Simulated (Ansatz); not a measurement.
System: hcp Os. Method: r²SCAN+SOC (Ansatz, an electronic-structure program, plane waves, PAW).

Numerical settings: plane-wave cutoff 560 eV, 24×24×14 k mesh (along the axes of the cell as run), Fermi–Dirac smearing 0.05 eV, PAW data made under PBE.

Cell (relaxed at this level):

```xyz
2
Lattice="1.3698 -2.3725 0.0000 1.3698 2.3725 0.0000 0.0000 0.0000 4.3149" Properties=species:S:1:pos:R:3 pbc="T T T"
Os     1.3698     0.7908     1.0787
Os     1.3698    -0.7908     3.2362
```

Question: What does this level give for the bulk modulus B0 and pressure derivative B′ of the bulk modulus?

Answer: 
bulk modulus B0: 423 GPa
pressure derivative B′ of the bulk modulus: 4.8

The run finds no gap.

Measured, for comparison: bulk modulus 425 GPa (zero-point energy and finite temperature contributions removed; as tabulated in doi:10.1021/acs.jctc.3c00612). Computed (rounded) less measured: bulk modulus -0.5 %.

Note: the bulk modulus comes from volumes at which shape and atoms were relaxed.

Static lattice: no zero-point or thermal effects.

Computing time: roughly 100 core-minutes.
